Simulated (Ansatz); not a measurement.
A nudged elastic band was laid between two geometries of C3H3NO (8 atoms, charge 0, multiplicity 1).

These are results of RKS LDA/def2-SVP (Ansatz 0.2.0), not measurements.

| Quantity | Value |
| --- | --- |
| movable images | 5 |
| climbing image | yes |
| spring | 5.0 eV/Å² |
| optimiser | quadratic models (default) |
| start path | through a guess of the saddle point |
| force threshold | 0.05 eV/Å |
| iteration limit | 60 |
| end points | relaxed |

Image 0:

```xyz
8
Properties=species:S:1:pos:R:3
C 0.232 1.582 0.007
C 0.312 0.262 0.034
O 1.307 -0.712 0.195
C -0.003 -1.112 0.003
N -0.567 -2.220 -0.068
H -0.743 2.068 -0.142
H 1.136 2.200 0.136
H -1.582 -2.125 -0.221
```

Image 6:

```xyz
8
Properties=species:S:1:pos:R:3
C 0.304 1.651 0.018
C 0.203 0.334 0.018
O 1.070 -0.770 0.160
C -0.297 -0.973 -0.042
N -1.142 -1.879 -0.158
H -0.600 2.264 -0.124
H 1.281 2.141 0.158
H -0.729 -2.824 -0.086
```

(1) Which bonds break or form, and what moves?

(2) Give the energies along the band, and the barrier.

(3) What is the geometry of the highest image?

(4) What are the harmonic wavenumbers there?

Results:

(1) No bond is made or broken. The dihedral O3–C4–N5–H8 changes from 180 to 0° by way of a nearly straight angle C4–N5–H8 (up to 179°), not by a turn about the bond.

(2) The forces met the threshold. The highest image is number 3 of 0 to 6, 61.1 kJ/mol above the first end and 63.0 kJ/mol above the last; the last end lies 1.9 kJ/mol below the first. A vibrational analysis at the climbing image gives one clearly imaginary mode, 817i cm⁻¹: a first-order saddle point.

| image | path coordinate (Å) | energy (kJ/mol) | angle C4–N5–H8 (°) |
| --- | --- | --- | --- |
| 0 | 0.00 | 0.0 | 112 |
| 1 | 0.31 | 6.2 | 121 |
| 2 | 0.63 | 34.7 | 144 |
| 3 | 0.94 | 61.1 | 179 |
| 4 | 1.25 | 34.7 | 147 |
| 5 | 1.56 | 5.0 | 123 |
| 6 | 1.87 | -1.9 | 113 |

(3) 
```xyz
8
Properties=species:S:1:pos:R:3
C 0.285 1.662 0.057
C 0.306 0.336 0.025
O 1.273 -0.671 0.082
C -0.126 -1.003 -0.045
N -0.805 -1.997 -0.126
H -0.676 2.195 -0.009
H 1.222 2.233 0.152
H -1.387 -2.812 -0.192
```

(4) 817i, 253, 289, 466, 531, 560, 622, 710, 775, 838, 918, 1152, 1315, 1742, 2163, 3091, 3204, 3842 cm⁻¹.

Time of the run: 76 s on 1 thread of Arm Neoverse V2 (shared host), peak memory 0.11 GiB.
